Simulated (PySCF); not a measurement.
# Property card for `C#CCCCC`

Species: C₆H₁₀.
Numbering: `[CH:1]#[C:2][CH2:3][CH2:4][CH2:5][CH3:6]` (hydrogens: H7 on C1; H8, H9 on C3; H10, H11 on C4; H12, H13 on C5; H14, H15, H16 on C6)

Structure used (GFN2-xTB), in Å, numbered top down from 1:
```xyz
16
C6H10 angstrom
C      2.8614    1.0507    0.0414
C      2.1603    0.0883    0.1589
C      1.2892   -1.0641    0.2706
C     -0.1300   -0.7417   -0.2112
C     -0.8225    0.2728    0.6950
C     -2.2169    0.6224    0.1910
H      3.4842    1.8892   -0.0542
H      1.2599   -1.3905    1.3147
H      1.7087   -1.8775   -0.3294
H     -0.7138   -1.6651   -0.2371
H     -0.0807   -0.3457   -1.2283
H     -0.8949   -0.1365    1.7059
H     -0.2131    1.1778    0.7464
H     -2.6989    1.3306    0.8609
H     -2.8363   -0.2703    0.1312
H     -2.1642    1.0686   -0.7997
```

Some functional groups and rings: alkyne.

GFN2-xTB geometry:

```yaml
Point_group_of_the_GFN2-xTB_geometry: C1
Rotational_constants_A_B_C_of_the_GFN2-xTB_geometry: 7.403, 1.816, 1.573 GHz
```

**wB97X-D/def2-SVPD ground state and vertical TDDFT (core frozen in the response) (PySCF)**

```yaml
Dipole_moment: 0.75 D
HOMO_energy: -9.56 eV
LUMO_energy: 2.35 eV
HOMO–LUMO_gap: 11.91 eV
Lowest_singlet_excitation: 6.76 eV (183 nm, f = 0.000)
Strongest_line_among_the_8_lowest_singlet_transitions: S5 at 7.80 eV (159 nm, f = 0.062)
Lowest_triplet_excitation_Tamm–Dancoff: 5.65 eV
Static_isotropic_polarisability: 70.5 au
Electronic_spatial_extent_⟨r²⟩_about_the_centre_of_nuclear_charge: 799 bohr²
```

Monoisotopic mass (most abundant isotopes): 82.0783 u.

No computed singlet falls in the visible range (750 to 380 nm, 1.65 to 3.26 eV); S1 lies 3.50 eV above its blue end. In wavenumbers S1 is 54500 cm⁻¹ (1 eV = 8065.54 cm⁻¹). The polarisability is 10.45 Å³ as a volume (1 au = 0.148185 Å³), or 1.53 au for each of the 46 electrons. The dipole equals about 2.5 × 10⁻³⁰ C·m (1 D = 3.33564 × 10⁻³⁰ C·m).

Isolated species at its GFN2-xTB geometry (one conformer only).
